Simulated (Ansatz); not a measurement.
# HSiC, doublet: the ladder up to full CI

Geometry: a point of a stretch scan, not a stationary point.

```yaml
atoms:
  - { symbol: Si, position_ang: [0.0000, 0.0000, 0.0058] }
  - { symbol: C, position_ang: [0.0000, 0.0000, -1.5112] }
  - { symbol: H, position_ang: [0.0000, 0.0000, 1.5054] }
```

Basis 6-31G; Ansatz 0.2.0. Correlated methods freeze the noble-gas cores, which leaves 9 electrons in 18 orbitals. R marks a restricted (for open shells ROHF) determinant, U an unrestricted one. Active spaces: pair = (3e, 3o) about the gap; valence = (9e, 9o) chosen from the atoms' valence shells.

Full CI is exact within this basis and frozen core; it isn't the basis-set limit. The frozen core follows each run's orbitals, which can shift R against U totals by a few meV.

Unrestricted rows (U) aren't spin-pure: their determinants' ⟨S²⟩ exceeds S(S+1) by up to 0.93, so they mix in states of higher spin. For open shells CISD and CISDTQ are restricted-active-space CI with the open shells as a complete middle space.

```
UHF ⟨S²⟩                          : 1.682
T1 diagnostic (RCCSD)             : 0.0409
largest doubles amplitude (RCCSD) : 0.138
T1 diagnostic (UCCSD)             : 0.0953
```

```tsv
level	E − E(full CI) (kJ/mol)	share of correlation (%)	wall time
RHF	472.0	0.00	–
UHF	377.0	20.12	–
RMP2	81.3	82.77	–
UMP2	148.6	68.53	–
CISD	64.5	86.34	0.78 s
RCCSD	20.8	95.59	–
UCCSD	21.6	95.43	–
RCCSD(T)	4.6	99.03	1.2 s
UCCSD(T)	9.3	98.02	1.7 s
BCCD(T)	5.2	98.89	1.3 s
RCCSDT	3.1	99.35	–
UCCSDT	3.6	99.24	–
CISDTQ	4.2	99.11	7 s
RCCSDT(Q)	-0.2	100.05	4.8 s
UCCSDT(Q)	1.0	99.78	5.5 s
RCCSDTQ	0.4	99.91	44 s
CASSCF (pair space)	388.7	17.65	–
NEVPT2 (pair space)	76.8	83.72	0.81 s
MRCISD (pair space)	44.5	90.57	–
MRCISD+Q (pair space)	2.0	99.57	1 s
CASSCF (valence space)	97.6	79.32	–
NEVPT2 (valence space)	27.8	94.12	3.4 s
MRCISD (valence space)	3.5	99.25	–
MRCISD+Q (valence space)	1.4	99.71	4.8 s
```

The correlation energy at full CI, counted from RHF, is -4.892 eV. That run took 90 s on 1 thread of Arm Neoverse V1, shared host over 6,551,776 determinants.

Times hold each run's SCF and search for its determinant on a shared host, so for small cases they say little of a method's own cost; they ran on 1 thread of Arm Neoverse V1.

The full-CI state has the irrep A1 of C2v, in the program's axes (one component, if the state is degenerate).

Natural occupations of full CI about the gap: 1.967 1.953 1.862 1.862 0.996 0.128 0.128 0.057 0.015 0.006; effectively unpaired electrons, Σ n²(2−n)², 1.27.
